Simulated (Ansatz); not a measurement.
Steps of a relaxation of C₂ClF₃ (`FC(F)=C(F)Cl`) with RKS PBE-D4/def2-SVP.

```sh
$ ansatz run in.yaml --threads 2 --pin off --events-out ev --progress --plain --max-ram 32768MiB --backend cpu
```

```yaml
crystal:
  periodic: [false, false, false]
  atoms:
    - {symbol: F, position_ang: [0.871300, -1.684300, 0.086800]}
    - {symbol: C, position_ang: [-0.096900, -0.663500, 0.239300]}
    - {symbol: F, position_ang: [-1.271100, -0.929200, 0.889800]}
    - {symbol: C, position_ang: [0.218300, 0.567800, -0.256400]}
    - {symbol: F, position_ang: [1.303700, 0.781800, -0.928500]}
    - {symbol: Cl, position_ang: [-0.983300, 1.863400, -0.077200]}
basis:
  gaussian: {orbitals: def2-SVP}
hamiltonian: {xc: pbe, dispersion: d4}
relax: {f_tol: 0.03, max_steps: 200}
```

Positions (Å) and forces (eV/Å) along the path, 6 of 6 steps:

```xyz
6
step=1 energy=-22718.5265 eV
F     0.871   -1.684    0.087   -2.556    1.621    0.689
C    -0.097   -0.663    0.239    0.834   -0.803   -0.033
F    -1.271   -0.929    0.890    2.247   -0.188   -0.974
C     0.218    0.568   -0.256   -2.427   -0.657    1.126
F     1.304    0.782   -0.928    0.939    0.548   -0.537
Cl   -0.983    1.863   -0.077    0.963   -0.521   -0.271
6
step=2 energy=-22718.8139 eV
F     0.818   -1.677    0.114   -1.392    0.969    0.311
C    -0.095   -0.664    0.230    0.691   -0.753   -0.033
F    -1.216   -0.967    0.894    0.967   -0.038   -0.514
C     0.178    0.552   -0.296   -1.257    0.099    0.813
F     1.310    0.813   -0.905    0.451    0.194   -0.351
Cl   -0.953    1.880   -0.083    0.540   -0.470   -0.226
6
step=3 energy=-22718.9016 eV
F     0.781   -1.664    0.111   -0.254   -0.033    0.132
C    -0.084   -0.665    0.236    0.203   -0.010   -0.091
F    -1.194   -0.975    0.885    0.180   -0.130   -0.053
C     0.170    0.560   -0.264   -0.102   -0.031    0.067
F     1.304    0.824   -0.910    0.082   -0.007   -0.042
Cl   -0.935    1.856   -0.104   -0.110    0.211   -0.013
6
step=4 energy=-22718.8937 eV rejected
F     0.761   -1.711    0.130   -0.095    0.525   -0.102
C    -0.063   -0.671    0.230   -0.271   -0.100    0.156
F    -1.176   -0.982    0.881    0.103    0.039   -0.065
C     0.163    0.570   -0.262    0.267   -0.252   -0.060
F     1.297    0.849   -0.912   -0.011   -0.053    0.019
Cl   -0.940    1.881   -0.113    0.007   -0.159    0.051
6
step=5 energy=-22718.9081 eV
F     0.770   -1.673    0.117    0.003    0.003   -0.003
C    -0.079   -0.664    0.234    0.004    0.011   -0.006
F    -1.182   -0.988    0.884   -0.010    0.000    0.005
C     0.166    0.566   -0.263    0.008   -0.039    0.008
F     1.304    0.824   -0.910   -0.017    0.019    0.003
Cl   -0.938    1.872   -0.109    0.012    0.006   -0.007
6
step=6 energy=-22718.9082 eV
F     0.770   -1.673    0.117    0.002   -0.002    0.000
C    -0.079   -0.665    0.234   -0.001    0.001    0.000
F    -1.182   -0.989    0.884    0.000    0.001    0.000
C     0.166    0.565   -0.263   -0.004    0.003    0.001
F     1.303    0.826   -0.910    0.002   -0.001   -0.001
Cl   -0.937    1.872   -0.110    0.001   -0.001    0.000
```

It took 13 s on 2 threads of a server CPU on a shared host, with 0.38 GiB of host memory at the peak.
